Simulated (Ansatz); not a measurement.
We consider grey tin (α-Sn), described by LDA (Ansatz, a program for electronic structure, plane waves, PAW).

Run with plane-wave cutoff 500 eV, 10×12×1 k mesh (along the axes of the cell as run), Fermi–Dirac smearing 0.1 eV, scalar-relativistic PAW data made under PBE.

Problem. Estimate the surface energy of the (110) face and work function of the (110) face that the calculation returns.

Solution. 
- surface energy of the (110) face: 0.98 J/m²
- work function of the (110) face: 4.66 eV

The slab of 16 atoms is relaxed and unreconstructed.

Spin–orbit coupling is not included.

The computed numbers hold no vibrational or temperature effects.

Computing time: very roughly 50 core-minutes.
